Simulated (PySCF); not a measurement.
# BF (SMILES [B]F): HF/3-21G

Aim: the vertical electron affinity of BF at HF/3-21G, from 2 runs. Input form: a Python script.

Program for the calculation: PySCF 2.14.0.

5 further runs of the same task are left out: 5 set aside as unsound or not needed.

## (1) The molecule

BF has 2 atoms, charge 0, and is taken as a singlet. As SMILES, `[B]F`. The shape is that of a GFN2-xTB optimisation.

Bond lengths: B1–F2 1.244 Å.

## (2) A single-point energy at HF/3-21G

Contents of calc.py:

```python
# 13768-60-0
from pyscf import gto, scf

mol = gto.M(
    atom=[
    ('B', (0.000000, 0.000000, 0.000000)),
    ('F', (0.000000, 0.000000, 1.244390)),
],
    basis='3-21g',
    charge=0,
    max_memory=1860,
    verbose=3,
)

mf = scf.RHF(mol)
mf.conv_tol = 1e-10
mf.kernel()
if not mf.converged:
    mf = mf.newton().run(mf.mo_coeff, mf.mo_occ)

energy = mf.e_tot
print('E = %.10f Eh' % energy)
```

On the command line:

```
$ OMP_NUM_THREADS=1 python calc.py
```

Output:

```text
converged SCF energy = -123.429626388354
E = -123.4296263884 Eh
```

It took 0.5 s on 1 thread of Arm Neoverse V2, shared host; peak memory 0.1 GiB.

## (3) The doublet anion

Contents of calc.py:

```python
from pyscf import gto, scf

system = gto.M(
    atom='''
B      0.000000     0.000000     0.000000
F      0.000000     0.000000     1.244390
''',
    basis='3-21g',
    verbose=4,
    max_memory=1860,
    spin=1,
    charge=-1,
)

mf = scf.UHF(system)
mf.conv_tol = 1e-10
mf.kernel()
if not mf.converged:
    mf = mf.newton().run(mf.mo_coeff, mf.mo_occ)

energy = mf.e_tot
print('E = %.10f Eh' % energy)
```

On the command line:

```
$ OMP_NUM_THREADS=1 python calc.py
```

Output:

```text
PySCF version 2.14.0

[INPUT] num. atoms = 2
[INPUT] num. electrons = 15
[INPUT] charge = -1
[INPUT] spin (= nelec alpha-beta = 2S) = 1
[INPUT] symmetry False subgroup None
[INPUT] Mole.unit = angstrom
[INPUT] Symbol           X                Y                Z      unit          X                Y                Z       unit  Magmom
[INPUT]  1 B      0.000000000000   0.000000000000   0.000000000000 AA    0.000000000000   0.000000000000   0.000000000000 Bohr   0.0
[INPUT]  2 F      0.000000000000   0.000000000000   1.244390000000 AA    0.000000000000   0.000000000000   2.351556292148 Bohr   0.0

nuclear repulsion = 19.1362631421017
number of shells = 10
number of NR pGTOs = 30
number of NR cGTOs = 18
basis = 3-21g
ecp = {}

******** <class 'pyscf.scf.uhf.UHF'> ********
method = UHF
initial guess = minao
damping factor = 0
level_shift factor = 0
DIIS = <class 'pyscf.scf.diis.CDIIS'>
diis_start_cycle = 1
diis_space = 8
diis_damp = 0
SCF conv_tol = 1e-10
SCF conv_tol_grad = None
SCF max_cycles = 50
direct_scf = True
direct_scf_tol = 1e-13
number electrons alpha = 8  beta = 7
Set gradient conv threshold to 1e-05
init E= -123.45554831284

[... the frontier-level lines of each cycle are left out ...]


cycle= 1 E= -123.291604807173  delta_E= 0.164  |g|= 0.279  |ddm|= 1.18
cycle= 2 E= -123.315455394724  delta_E= -0.0239  |g|= 0.148  |ddm|= 0.263
cycle= 3 E= -123.321185884518  delta_E= -0.00573  |g|= 0.0182  |ddm|= 0.0699
cycle= 4 E= -123.321584206596  delta_E= -0.000398  |g|= 0.00431  |ddm|= 0.0442
cycle= 5 E= -123.321621375977  delta_E= -3.72e-05  |g|= 0.00156  |ddm|= 0.015
cycle= 6 E= -123.321627014583  delta_E= -5.64e-06  |g|= 0.000364  |ddm|= 0.00719
cycle= 7 E= -123.321627298509  delta_E= -2.84e-07  |g|= 8.69e-05  |ddm|= 0.0017
cycle= 8 E= -123.321627310648  delta_E= -1.21e-08  |g|= 1.97e-05  |ddm|= 0.000294
cycle= 9 E= -123.321627311269  delta_E= -6.2e-10  |g|= 5.21e-06  |ddm|= 4.78e-05
cycle= 10 E= -123.321627311314  delta_E= -4.57e-11  |g|= 1.34e-06  |ddm|= 1.25e-05
Extra cycle  E= -123.321627311316  delta_E= -1.76e-12  |g|= 7.24e-07  |ddm|= 1.57e-06
converged SCF energy = -123.321627311316  <S^2> = 0.75519675  2S+1 = 2.00519
E = -123.3216273113 Eh
```

Run time: 0.55 s. Hardware: 1 thread of Arm Neoverse V2, shared host; peak memory 0.1 GiB.

## (4) Results

Level: HF/3-21G.

```
                                         quantity          value
                         singlet BF: total energy  -123.42963 Eh
                        singlet BF: dipole moment         0.87 D
                          singlet BF: HOMO energy      -10.82 eV
                          singlet BF: LUMO energy        3.34 eV
                        singlet BF: HOMO–LUMO gap       14.16 eV
                      doublet anion: total energy  -123.32163 Eh
doublet anion: HOMO energy (highest over α and β)        2.52 eV
 doublet anion: LUMO energy (lowest over α and β)       11.45 eV
                              doublet anion: ⟨S²⟩          0.755
vertical electron affinity (to the doublet anion)      -2.939 eV
```

What this shows: The anion lies 2.94 eV (284 kJ/mol) above the neutral: the electron isn't bound at this level, and such a value depends on the basis. Without diffuse functions anions come out too high. Hartree–Fock misses the correlation that binds many anions. The HOMO (doublet anion) lies at positive energy, 2.52 eV: the electron is unbound at this level or held by a compact basis; values depend on the basis.
